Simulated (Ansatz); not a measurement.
# C3H7NOS, SMILES CC(S)C(N)=O: a ranking of conformers

Run with Ansatz's Python interface.

`conformers.py`:
```python
'''Conformer energies of C3H7NOS.'''

import ansatz as az
from rdkit import Chem
from rdkit.Chem import AllChem

rd = Chem.AddHs(Chem.MolFromSmiles('CC(S)C(N)=O'))
ids = list(AllChem.EmbedMultipleConfs(rd, numConfs=20, randomSeed=306, pruneRmsThresh=0.4))
field = [energy for _, energy in AllChem.MMFFOptimizeMoleculeConfs(rd)]
distinct = {round(e, 2): i for i, e in zip(ids, field)}
chosen = sorted(distinct.items())[:3]
found = []
for force_field, index in chosen:
    geometry = az.Crystal.molecule()
    for atom, xyz in zip(rd.GetAtoms(), rd.GetConformer(index).GetPositions()):
        geometry = geometry.atom(atom.GetSymbol(), xyz.round(5).tolist())
    setup = (
        geometry.calculation()
        .basis(gaussian='6-31G*')
        .correlation('mp2')
    )
    found.append(setup.run().report['free_energy_ev'])
print('conformer   MMFF (kcal/mol)   this level (kcal/mol)')
for (force_field, index), e in zip(chosen, found):
    print(f'{index:9d} {force_field - chosen[0][0]:17.2f} {23.060548 * (e - min(found)):17.3f}')
```

```console
$ python conformers.py
conformer   MMFF (kcal/mol)   this level (kcal/mol)
        4              0.00             0.000
        3              1.07             1.235
        1              1.42             0.316
```

The settings weren't tested for convergence. The conformers keep their force-field geometries. It ran for 5.8 s on 1 thread of Arm Neoverse V2 (shared host), peak memory 0.35 GiB.
